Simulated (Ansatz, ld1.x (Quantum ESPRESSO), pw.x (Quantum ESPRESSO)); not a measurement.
carbon (diamond): variants of one TM potential in the solid

| Property | Result |
| --- | --- |
| Element | carbon (C) |
| Generator | ld1.x (Quantum ESPRESSO) 7.5 |
| Type | norm-conserving Troullier–Martins (Kleinman–Bylander form) |
| Functional | LDA (PW92) |
| Relativity | scalar-relativistic |
| Frozen core | [He] |
| Valence charge | 4 |
| Reference configuration | 2s1.75 2p2.25 |
| Partial waves | 2p (bound): rc 1.80 bohr; 3d channel at 0.05 Ry: rc 1.60 bohr; 2s (bound): rc 0.95 bohr |
| Local potential | the s channel |
| Core correction | Bessel-smoothed model core inside 0.80 bohr |

Crystal test: diamond C in pw.x 7.5, no spin, 13³ k-points, Fermi–Dirac smearing 0.01 Ry, cutoffs set for each file from its atomic test. The reference is all-electron LAPW (Ansatz 0.2.0) with the same functional, mesh and smearing; V0 and B0 come from Birch–Murnaghan fits to the pressures at five volumes. Errors are pseudo minus all-electron; Δ is the rms difference of the E(V) curves that follow from these fits, minima aligned, over ±6 % about the mean V0. Mesh and smearing are coarse, so the numbers serve the comparison and aren't converged zero-temperature values; the lattice is a test structure that the element need not adopt.

All-electron: a0 = 3.532 Å (V0 = 5.51 Å³/atom), B0 = 467.4 GPa.

Base: The largest radius (1.80 bohr) exceeds half the bond length (1.44 bohr), so the spheres overlap, which is one possible source of error among others.

| change | cutoffs (Ry) | pw.x | a0 (Å) | a0 error (%) | B0 error (%) | Δ (meV/atom) | mean pressure error (GPa) |
| --- | --- | --- | --- | --- | --- | --- | --- |
| base | 110/440 | converged | 3.522 | -0.29 | -1.2 | 5.0 | -4.08 |
| wave 3d channel at 0.05 Ry: rc 1.60 bohr becomes 3d channel at 0.05 Ry: rc 1.18 bohr | 110/440 | converged | 3.522 | -0.29 | -1.2 | 4.9 | -4.02 |
| wave 3d channel at 0.05 Ry: rc 1.60 bohr becomes 3d channel at 0.05 Ry: rc 1.42 bohr | 110/440 | converged | 3.522 | -0.29 | -1.2 | 4.9 | -4.04 |
| wave 3d channel at 0.05 Ry: rc 1.60 bohr becomes 3d channel at 0.05 Ry: rc 1.68 bohr | 110/440 | converged | 3.522 | -0.30 | -1.2 | 5.0 | -4.10 |
| wave 3d channel at 0.05 Ry: rc 1.60 bohr becomes 3d channel at 0.05 Ry: rc 2.10 bohr | 110/440 | converged | 3.520 | -0.33 | -1.3 | 5.6 | -4.59 |
| wave 3d channel at 0.05 Ry: rc 1.60 bohr becomes 3d channel at 0.05 Ry: rc 2.42 bohr | 110/440 | converged | 3.515 | -0.49 | -2.0 | 8.2 | -6.68 |
